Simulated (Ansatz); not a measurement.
Two isomers of C2H4FNO: A = `N=COCF`, B = `C/N=C(/O)F`.

Isolated molecules relaxed with PBE0-D4/def2-TZVP in Ansatz; ΔE leaves out vibrations. CBS: MP2 limit from def2 TZ/QZ plus the TZ coupled-cluster correction, frozen cores. DFT in def2-TZVPP. B3LYP here is the variant with VWN-RPA as its local correlation; programs differ in this. Each species was taken in one conformer, which may not be the lowest.

Task: Which isomer does CCSD(T)/CBS put lower? Give the gap. (An estimate is asked.)

Result: The calculation gave: B, by 12.7 kcal/mol.

Task: Give E(B) − E(A) in kcal/mol with PBE-D4, PBE0-D4, BLYP-D4, MP2/def2-TZVPP, B2PLYP, B3LYP, HF/def2-TZVPP. (Estimate.)

Result: The calculation gave: PBE-D4 -14.5, PBE0-D4 -15.1, BLYP-D4 -12.5, MP2/def2-TZVPP -14.1, B2PLYP -13.2, B3LYP -13.3, HF/def2-TZVPP -12.4. None reverses the order clearly.

Task: Does the order hold for the free energy at 298.15 K (harmonic terms from PBE0-D4)? (Estimate.)

Result: The calculation gave: Yes: G(B) − G(A) = -13.0 kcal/mol, for one conformer each.

Largest T1 diagnostic: 0.013.

At CCSD(T), def2-SVP lies −2.7 kcal/mol from the extrapolated value and def2-TZVPP +0.1 kcal/mol. Leaving LDA and LC-ωPBE aside and taking each functional with its dispersion term where it has one, the values, not all of them listed here, spread over 2.6 kcal/mol, from r2SCAN0-D4 to BLYP-D4. LDA lies −2.2 kcal/mol from PBE without D4.
